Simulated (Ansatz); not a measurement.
Geometry optimisation, RKS BLYP-D4/def2-SVP (Ansatz).

input.yaml

```yaml
crystal:
  periodic: [false, false, false]
  atoms:
    - { symbol: Si, position_ang: [0.0, 0.0, 0.0] }
    - { symbol: O, position_ang: [1.0382, 0.0, 1.5673] }
    - { symbol: Si, position_ang: [-0.2765, -0.4067, 2.5309] }
    - { symbol: H, position_ang: [-1.2008, -1.2403, 1.7677] }
    - { symbol: H, position_ang: [0.1876, -1.1432, 3.7029] }
    - { symbol: H, position_ang: [-0.9605, 0.8095, 2.9606] }
    - { symbol: H, position_ang: [1.629, 0.0, 0.3193] }
    - { symbol: H, position_ang: [-0.6877, 1.1914, -0.4862] }
    - { symbol: H, position_ang: [-0.6877, -1.1914, -0.4862] }
basis:
  gaussian: { orbitals: def2-SVP }
hamiltonian:
  xc: blyp
  dispersion: d4
relax:
  f_tol: 0.15
  max_steps: 25
  restrain:
    - { distance: [1, 6], at: 1.01, k: 30.0 }
    - { distance: [0, 1], at: 2.88, k: 30.0 }
    - { distance: [0, 6], at: 2.66, k: 30.0 }
```

Command:

```bash
$ ansatz run input.yaml --threads 1 --pin off --max-ram 2048MiB --backend cpu --events-out ev --progress --plain --runs-dir out
```

Problem. Where does it end, and by what steps?

Solution. The forces met the threshold. The restraints hold the end off the free minimum. After 17 steps the energy has fallen by 1.604 eV (the restraints' own energy left out); Si1 moved furthest, 1.13 Å. Parted: Si1–O2 (1.88 → 2.86 Å). Joined: O2–H7 (1.38 → 0.99 Å).

```
step  energy less start (eV)  largest force component (eV/Å)  accepted
   0                  0.0000                           4.457       yes
   1                  1.0664                           6.342       yes
   2                  2.0754                           6.561       yes
   3                  1.6299                           5.378       yes
   4                  0.3909                           4.348       yes
   5                 -0.6081                           1.775       yes
   6                 -1.0851                           0.695       yes
   7                 -1.3363                           1.175       yes
   8                 -1.4197                           1.552       yes
   9                 -1.5347                           1.316       yes
  10                 -1.5778                           0.909       yes
  11                 -1.5888                           0.971       yes
  12                 -1.5909                           0.934       yes
  13                 -1.5943                           0.920       yes
  14                 -1.5994                           0.897       yes
  15                 -1.5947                           0.898        no
  16                 -1.6036                           0.885       yes
  17                 -1.6038                           0.880       yes
```

```xyz
9
Properties=species:S:1:pos:R:3
Si 0.013 -0.046 -1.126
O 0.832 0.256 1.597
Si -0.133 -0.513 2.780
H -0.874 -1.688 2.212
H 0.724 -0.981 3.922
H -1.082 0.541 3.246
H 1.472 -0.311 1.092
H -0.577 1.382 -1.252
H -1.332 -0.620 -0.595
```

Run time: 65 s on 1 thread of Arm Neoverse N1 (shared host), peak memory 0.14 GiB.
